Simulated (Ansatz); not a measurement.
**Worked example: SiH3(CN) → SiH2(CN) + H**

Species: SiH3(CN) (silyl cyanide), singlet; SiH2(CN), doublet; H atom, doublet. 

Shapes, held fixed at every level: PBE0-D4/def2-TZVP. Programs: Ansatz 0.2.0. The zero-point and thermal change to 298 K, harmonic and unscaled (PBE0-D4/def2-TZVP), is -19.4 kJ/mol.

At CCSD(T)/CBS estimate; 1 Eh = 2625.50 kJ/mol:

```
 species  energy (Eh)
SiH3(CN)  -383.615541
SiH2(CN)  -382.960203
       H    -0.500000
```

Work out ΔH(298 K) of the reaction at this level.


1. Products less reactants: (-382.960203) + (-0.500000) − [(-383.615541)] = 0.155338 Eh = +407.8 kJ/mol.
2. With the thermal change: +407.8 + (-19.4) = +388.4 kJ/mol.

Other levels give +297.2 (HF/def2-SVP) to +385.7 kJ/mol (wB97M-V/def2-TZVPP). No measured value is set beside it here. Spin contamination: SiH2(CN) (⟨S²⟩ up to 0.82). Open shells run unrestricted. The CBS estimate extrapolates MP2 from def2-TZVPP and def2-QZVPP and adds CCSD(T) − MP2 in the triple-zeta set, cores frozen. The median of the other levels is +375.4 kJ/mol.
